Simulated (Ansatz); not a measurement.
# Relaxing Ti3AlC2

Method: Ansatz 0.2.0, DFT r2SCAN, scalar-relativistic, plane waves, PAW. Cutoff 500 eV, Γ-centred k mesh, Gaussian smearing, no spin polarisation in the final step.

The start is a database structure of Ti3AlC2, space group P6_3/mmc (No. 194).

```xyz
12
Lattice="3.0720 0.0000 0.0000 -1.5360 2.6604 0.0000 0.0000 0.0000 18.7300" Properties=species:S:1:pos:R:3 pbc="T T T"
Ti    0.0000    0.0000    0.0000
Ti    0.0000    0.0000    9.3650
Ti    0.0000    1.7736    2.4162
Ti    1.5360    0.8868   11.7812
Ti    0.0000    1.7736    6.9488
Ti    1.5360    0.8868   16.3138
Al    0.0000    0.0000    4.6825
Al    0.0000    0.0000   14.0475
C     0.0000    1.7736   10.6780
C     1.5360    0.8868    1.3130
C     0.0000    1.7736   17.4170
C     1.5360    0.8868    8.0520
```

Steps on the 6×6×1 mesh (12 atoms). 4 of 5 steps are shown, and the free energy counts from the last. Trial steps that were taken back and renewals of the plane-wave basis can be among the rows.

| step | ΔF (meV/atom) | V (Å³/atom) | P (GPa) | largest force component (eV/Å) |
| --- | --- | --- | --- | --- |
| 1 | 4.8 | 12.76 | -2.56 | 0.626 |
| 2 | 6.3 | 12.82 | -0.95 | 0.413 |
| 3 | 0.0 | 12.69 | -0.40 | 0.067 |
| 5 | 0.0 | 12.67 | 0.01 | 0.026 |

A final relaxation ran on a 12×12×2 mesh. The relaxed crystal, P6_3/mmc (No. 194):

```cif
data_structure
_symmetry_space_group_name_H-M 'P6_3/mmc'
_symmetry_Int_Tables_number 194
_cell_length_a 3.0693
_cell_length_b 3.0693
_cell_length_c 18.6351
_cell_angle_alpha 90.000
_cell_angle_beta 90.000
_cell_angle_gamma 120.000
_cell_volume 152.03
loop_
_atom_site_label
_atom_site_type_symbol
_atom_site_symmetry_multiplicity
_atom_site_Wyckoff_symbol
_atom_site_fract_x
_atom_site_fract_y
_atom_site_fract_z
_atom_site_occupancy
Ti1 Ti 2 a 0.00000 0.00000 0.00000 1
Ti2 Ti 4 f 0.33333 0.66667 0.12706 1
Al1 Al 2 b 0.00000 0.00000 0.25000 1
C1 C 4 f 0.33333 0.66667 0.56942 1
```

For Ti3AlC2, the volume per atom is 12.67 Å³, the density is 4.25 g/cm³ and the energy over the elements is -0.89 eV/atom. The gap on the 12×12×2 mesh is 0 eV (a metal).

Formation energies are uncorrected and refer to the elements' standard structures at the same level.

The final run used a 12×12×2 mesh on its 12-atom cell and 0.10 eV smearing. For metals, differences of a few meV/atom aren't resolved.

A structure relaxed within its symmetry needn't be a true minimum.

Cost: 3 runs of about 3.9 core-minutes in all, on Arm Neoverse V2 (shared hosts).